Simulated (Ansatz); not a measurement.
Zinc-blende HgS (metastable phase), treated with rVV10 in Ansatz (PAW).

Run with plane-wave cutoff 520 eV, 10×10×10 k mesh, Fermi–Dirac smearing 0.01 eV, scalar-relativistic PAW data made under PBE.

Computed points:

| V (Å³/atom) | E − E_lowest (meV/atom) | P (GPa) |
|---|---|---|
| 25.529 | 18.03 | 3.75 |
| 26.072 | 7.73 | 2.36 |
| 26.615 | 1.88 | 1.12 |
| 27.159 | 0.00 | 0.02 |
| 27.702 | 1.64 | -0.96 |
| 28.245 | 6.41 | -1.83 |
| 28.788 | 13.97 | -2.61 |

Problem. Estimate the bulk modulus from the pressures at 26.615 and 27.702 Å³/atom, and compare it with a fit to all energies.

Solution. B = −V dP/dV. Between V = 26.615 and 27.702 Å³/atom, dP/dV = (-0.96 − (1.12))/(27.702 − 26.615) = -1.91 GPa per Å³/atom; at the midpoint 27.159 Å³/atom this gives B ≈ 52.0 GPa. The third-order Birch–Murnaghan fit gives V0 = 27.167 Å³/atom, B0 = 51.8 GPa, B′ = 4.9, which lies within 1 % of that estimate.

Measured, for comparison: equilibrium volume per atom 24.91 Å³/atom (295 K, not corrected to a static lattice; as tabulated in Cardona et al. (2009), arXiv:0908.2634). Computed (rounded) less measured: equilibrium volume per atom +9.1 %.

Spin–orbit coupling is not included; it can open a gap where bands touch, and shift volumes and moduli.

Computed values are for the static lattice.

Computing time: roughly 60 core-seconds.

Ansatz is a program for electronic structure.
